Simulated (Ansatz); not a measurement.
input.yaml (Ansatz)

```yaml
crystal:
  lattice:
    - [3.890761562, 0.0, 0.0]
    - [-1.945380781, 3.3694983528, 0.0]
    - [0.0, 0.0, 13.2861899773]
  atoms:
    - { symbol: Nd, position: [1.0, 1.0, 0.0], spin: 3.946 }
    - { symbol: Nd, position: [1.0, 1.0, 0.5], spin: 3.946 }
    - { symbol: Nd, position: [0.3333333333, 0.6666666667, 0.75], spin: -3.856 }
    - { symbol: Nd, position: [0.6666666667, 0.3333333333, 0.25], spin: -3.856 }
hamiltonian:
  xc: r2scan
  pseudopotentials:
    kind: paw
    azcp:
      Nd: "pseudopotentials/Nd.paw.azcp"
basis:
  ecutwfc: 500
  fft_grid_basis: typed
kpoints:
  mp_grid: { grid: [13, 13, 4], shift: [0, 0, 0] }
magnetization:
  spin_polarized: true
scf:
  occupations: { method: fermi_dirac, width: 0.05 }
output:
  stress: true
```

Terminal output

```
band count auto-derived: 59 (N_el = 56.0; filled up to band 28; 43 by the electrons, moments and atoms)
Engine: ansatz 0.2.0, x86_64-unknown-linux-gnu
Pseudopotentials: kind: paw
Pseudopotential: Nd, paw, valence charge 14, recommended cutoff 500 eV (meta_gga) 
Functional definition: r2SCAN
  parameter k0 = 0.174
  parameter k1 = 0.065
  parameter a1 = 4.9479
  exchange = r2scan_x(k0 = k0, k1 = k1, a1 = a1)
  correlation = r2scan_c
Crystal: 4 atoms, lattice volume = 174.181 Å³
Basis set: ecut = 500 eV, 4435 PW (Γ), exchange–correlation on 120×120×400 points (64 copies of the dense FFT grid, shifted against one another)
Bands: 59, of which v1, the nominal top of the filled ones, is band 28 counted from 1 (27 counted from 0)
Symmetry: 24 space group operations
Space group: P63/mmc (ITA 194), of the structure as read, at distance tolerance 5.6e-5 Å
Magnetic group: BNS 194.263 (UNI 1493), of the structure as read, at distance tolerance 5.6e-5 Å
k-points: 63 of 676
Non-local potential: Nd, projectors of the file, l = 0: 3, l = 1: 2, l = 2: 2, l = 3: 3
PAW form: soft (Blöchl's): semilocal exchange-correlation on the pseudo side does not see the compensation charge
PAW frozen core: Nd, regenerated for the run's functional (the file was generated under x = pbe(κ = 0.804, μ = 0.2195149727645171), c = pbe(β = 0.06672455060314922))
PAW one-centre angular grid: Nd, 2702 points (default); XC on 224 Gauss nodes
Initial density: superposition of atomic densities (chi_scale 0.1, normalization cell)
Starting moments: Σ|m| = 15.604 μB on 4 of 4 sites
Initial wavefunctions: pseudopotential atomic-orbital guess
Functional: x = r2scan, c = r2scan; τ floored in thin density (d = 2e-4 eV/Å³)
iter 1 solved again at ethr=9.73e-5 eV; its pass at ethr=3.10e-3 eV (dr2=5.45e-2 eV) is discarded
SCF iter   1: F=—  HF=-29369.372292 eV  |F-HF|=—  |Δ(HF+E_count)|=         —  Δρ=4.95e-2 (↑4.95e-2 ↓4.95e-2)  dr2=5.55e-2  dr2_τ=6.77e-3  dr2_m=3.89e0  M=0.083 μB ∫|m|=15.339 μB  β_m=0.40  ethr=9.73e-5  ⟨swp⟩=5.2  Hψ=43881  notcnv=0
Mixer restart at iter 1: flushing history
spin=Collinear: Kerker preconditioning applied to the charge; magnetization (m = ρ↑ − ρ↓) channel mixes plain (no charge-response kernel on spin).
SCF iter   2: F=—  HF=-29371.947752 eV  |F-HF|=—  |Δ(HF+E_count)|=         —  Δρ=3.33e-2 (↑3.31e-2 ↓3.33e-2)  dr2=1.22e-1  dr2_τ=9.01e-2  dr2_m=1.64e0  M=0.062 μB ∫|m|=15.571 μB  β_m=0.43  ethr=9.73e-5  ⟨swp⟩=3.8  Hψ=17180  notcnv=0  defer=1413
Mixer restart at iter 2: flushing history
SCF iter   3: F=—  HF=-29375.166669 eV  |F-HF|=—  |Δ(HF+E_count)|=    3.22e0  Δρ=2.34e-2 (↑2.34e-2 ↓2.32e-2)  dr2=1.63e-1  dr2_τ=2.98e-2  dr2_m=7.15e-1  M=-0.014 μB ∫|m|=15.748 μB  β_m=0.30  ethr=9.73e-5  ⟨swp⟩=3.2  Hψ=15192  notcnv=0  defer=1555  κ⁻¹=1.0e0(r=1)
Error: SIGTERM received: cancelled by the caller after 3 completed SCF iterations
```

The calculation hadn't finished when its time ran out.

Open f shells have many self-consistent states, so the state found may not be the lowest.
